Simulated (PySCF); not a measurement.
# One shape, several levels: C2H5F (SMILES CCF)

We compute a comparison of 4 runs (HF/STO-3G, HF/3-21G, B3LYP/6-31G*, SCS-MP2/aug-cc-pVDZ) of C2H5F. 

Program for the calculation: PySCF 2.14.0.

1 further run of the same task is left out (set aside as unsound or not needed). Runs told in other sessions of the task aren't counted.

## Step 1: Starting point

C2H5F: 8 atoms, total charge 0, spin state singlet. SMILES: `CCF`. The coordinates come from a PBE0-D4/def2-TZVP relaxation.

Bond lengths: C1–C2 1.504 Å, C2–F3 1.386 Å, C1–H4 1.093 Å, C1–H5 1.092 Å, C1–H6 1.091 Å, C2–H7 1.094 Å, C2–H8 1.094 Å. Some angles: C1–C2–F3 110.1°, C1–C2–H7 111.6°, C1–C2–H8 111.6°, F3–C2–H7 107.4°, F3–C2–H8 107.4°, C2–C1–H4 109.9°, C2–C1–H5 110.8°, C2–C1–H6 110.8°, H7–C2–H8 108.6°, H4–C1–H5 108.4°.

## Step 2: A single-point energy at HF/STO-3G (run 1)

The input, run.py:

```python
# CCF
from pyscf import gto, scf

mol = gto.M(
    atom='''
C     -0.431700     0.566900    -0.264600
C      0.378400    -0.599100     0.230500
F      1.663300    -0.186400     0.546500
H     -1.443900     0.237400    -0.512600
H      0.018600     0.998500    -1.160400
H     -0.500300     1.343000     0.499800
H      0.464000    -1.381500    -0.529800
H     -0.056300    -1.036000     1.134800
''',
    charge=0,
    verbose=3,
    basis='sto-3g',
    max_memory=1860,
)

mf = scf.RHF(mol)
mf.conv_tol = 1e-10
mf.kernel()
if not mf.converged:
    mf = mf.newton().run(mf.mo_coeff, mf.mo_occ)

e_final = mf.e_tot
print(f'total energy: {e_final:.8f} hartree')
```

On the command line:

```bash
$ OMP_NUM_THREADS=1 python run.py
```

What it wrote:

```text
converged SCF energy = -175.751486966169
total energy: -175.75148697 hartree
```

Wall time 0.48 s (1 thread of Arm Neoverse V2, shared host); peak memory 0.099 GiB.

## Step 3: The energy at HF/3-21G (run 2)

The input, start.xyz:

```xyz
8
C2H5F
C     -0.431700     0.566900    -0.264600
C      0.378400    -0.599100     0.230500
F      1.663300    -0.186400     0.546500
H     -1.443900     0.237400    -0.512600
H      0.018600     0.998500    -1.160400
H     -0.500300     1.343000     0.499800
H      0.464000    -1.381500    -0.529800
H     -0.056300    -1.036000     1.134800
```

The input, job.py:

```python
from pyscf import gto, scf

system = gto.M(
    atom='start.xyz',
    max_memory=1860,
    charge=0,
    basis='3-21g',
    verbose=3,
)

mf = scf.RHF(system)
mf.conv_tol = 1e-10
mf.kernel()
if not mf.converged:
    mf = mf.newton().run(mf.mo_coeff, mf.mo_occ)

etot = mf.e_tot
print(f'total energy: {etot:.8f} hartree')
```

On the command line:

```bash
$ OMP_NUM_THREADS=1 python job.py
```

What it wrote:

```text
converged SCF energy = -177.10782736738
total energy: -177.10782737 hartree
```

Run time: 0.5 s. Hardware: 1 thread of Arm Neoverse V2, shared host; peak memory 0.1 GiB.

Run 3 isn't shown in full; the table further down has it.

## Step 4: The energy at SCS-MP2/aug-cc-pVDZ (run 4)

The input, input.py:

```python
# CCF
from pyscf import gto, scf, mp

molecule = gto.Mole()
molecule.atom = '''
C     -0.431700     0.566900    -0.264600
C      0.378400    -0.599100     0.230500
F      1.663300    -0.186400     0.546500
H     -1.443900     0.237400    -0.512600
H      0.018600     0.998500    -1.160400
H     -0.500300     1.343000     0.499800
H      0.464000    -1.381500    -0.529800
H     -0.056300    -1.036000     1.134800
'''
molecule.basis = 'aug-cc-pvdz'
molecule.max_memory = 1860
molecule.verbose = 3
molecule.charge = 0
molecule.build()

mf = scf.RHF(molecule)
mf.conv_tol = 1e-10
mf.kernel()
if not mf.converged:
    mf = mf.newton().run(mf.mo_coeff, mf.mo_occ)

pt = mp.MP2(mf, frozen=3).run()
energy = mf.e_tot + 1.2 * pt.e_corr_os + pt.e_corr_ss / 3
print(f'total energy: {energy:.8f} hartree')
```

On the command line:

```bash
$ OMP_NUM_THREADS=1 python input.py
```

What it wrote:

```text
converged SCF energy = -178.103674395437
E(RMP2) = -178.609041717757  E_corr = -0.505367322319873
E(SCS-RMP2) = -178.604601974903  E_corr = -0.500927579465632
total energy: -178.60460197 hartree
```

It took 2.9 s on 1 thread of Arm Neoverse V2, shared host; peak memory 0.33 GiB.

## Step 5: All runs side by side

| run | level | integration grid | frozen core orbitals | energy (Eh) | dipole moment (D) of the reference | HOMO energy (eV) | LUMO energy (eV) | wall time |
| --- | --- | --- | --- | --- | --- | --- | --- | --- |
| 1 | HF/STO-3G | – | – | -175.751487 | 1.23 | -10.96 | 15.32 | 0.48 s |
| 2 | HF/3-21G | – | – | -177.107827 | 2.21 | -13.17 | 7.39 | 0.5 s |
| 3 | B3LYP/6-31G* (spherical functions) | 5 | – | -179.053605 | 1.70 | -8.72 | 2.79 | 7.2 s |
| 4 | SCS-MP2/aug-cc-pVDZ | – | 3 | -178.604602 | 2.12 | -13.44 | 0.97 | 2.9 s |

## Step 6: Summary of results

| quantity | value |
| --- | --- |
| run 4: total energy | -178.60460 Eh |
| run 4: dipole moment (Hartree–Fock density) | 2.12 D |
| run 4: HOMO energy (Hartree–Fock orbitals) | -13.44 eV |
| run 4: LUMO energy (Hartree–Fock orbitals) | 0.97 eV |
| run 4: HOMO–LUMO gap (Hartree–Fock orbitals) | 14.41 eV |
| run 4: correlation energy (3 core orbitals frozen) | -500.9 mEh |

**Reading.** Over runs 1, 2, 3 the dipole moment (its size) runs from 1.23 D (HF/STO-3G) to 2.21 D (HF/3-21G). Over runs 1, 2, 3 the HOMO–LUMO gap runs from 11.51 eV (B3LYP/6-31G*) to 26.28 eV (HF/STO-3G). The two ends differ in method and basis. In run 1 the basis is minimal, so the values are rough. All runs together took 11 s, the longest 7.2 s.
